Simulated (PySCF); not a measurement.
Gas-phase reaction: 3 Al(CH₃)₃ + 2 C₃H₆ (propylene) → 3 AlCH₃ + 3 C₄H₁₀ (isobutane)

Method: PySCF energies plus ideal-gas RRHO corrections (1 bar). † marks an energy on the PBE0/def2-TZVP geometry and frequencies; other levels use their own. MP2 freezes the core. 6-31G* has spherical d functions here. All species are closed-shell singlets. B3LYP is the form with VWN-RPA correlation. Methyl groups turn as free rotors in Al(CH₃)₃. AlCH₃: computed as isolated molecules; such fragments, hydroxides, amides, oligomers or adducts are transient or little studied in the gas. MP2 isn't extrapolated to the basis-set limit; its ΔH°(298 K) is 211.0 kJ in def2-SVP and 287.0 kJ in def2-TZVPP. The harmonic model lacks anharmonicity and excited electronic states, which grow with temperature; levels with a mode under 35 cm⁻¹ are left out. Internal rotation in C₃H₆ (propylene), C₄H₁₀ (isobutane) is treated as a harmonic vibration of one conformer, which makes the entropy rough.

| level | ΔE electronic, kJ | ΔH°(298 K), kJ | ΔS°(298 K), J/K | ΔG°(2500 K), kJ |
|---|---|---|---|---|
| B3LYP/6-31G* | 165 | 210 | 26 | 172 |
| B3LYP/def2-TZVP† | 251 | 296 | 26 | 261 |
| BLYP/def2-TZVP† | 261 | 306 | 26 | 272 |
| HF/def2-TZVP† | 212 | 257 | 26 | 222 |
| M06-2X/def2-TZVP† | 233 | 278 | 26 | 244 |
| MP2/def2-TZVPP† | 242 | 287 | 26 | 253 |
| PBE/def2-SVP | 203 | 246 | 22 | 219 |
| PBE/def2-TZVP† | 239 | 284 | 26 | 250 |
| PBE0/def2-SVP† | 193 | 238 | 26 | 204 |
| r2SCAN/def2-TZVP† | 295 | 339 | 26 | 305 |
| LDA/def2-TZVP† | 202 | 247 | 26 | 213 |
ΔH° is lowest at B3LYP/6-31G* and highest at r2SCAN/def2-TZVP†. No reference value is set beside these.
